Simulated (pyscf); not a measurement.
PySCF, gas phase, ωB97X-D3(BJ)/def2-SVP geometries.

### Question
H₃C–NH₂ + ZnH• -> [H₃C–NH–Zn]• + H₂
Surface: doublet. Broken: H–Zn, H–N. Formed: N–Zn, H–H. Give ΔE‡ and ΔE from ωB97M-D3(BJ)/def2-TZVP, relative to the separated reactants.

### Answer
ΔE‡ = 94.5 kJ/mol, ΔE = +21.6 kJ/mol. Zero-point energy shifts the barrier by -4.7 kJ/mol. It is a four-centre exchange, with an imaginary mode of 1348i cm⁻¹. On the reactant side the descent ends in an adduct with a N–Zn contact, 53.6 kJ/mol under the separated species and 141.3 kJ/mol under the saddle at ωB97X-D3(BJ)/def2-TZVP. What is counted as formed (N–Zn) is already present as a longer contact in the reactant adduct; forming that adduct is a step of its own. At the saddle there is also a short H–Zn contact that neither side keeps. One saddle was located; it need not be the lowest between these sides. Elements up to Kr have no core potential and no relativistic terms here.
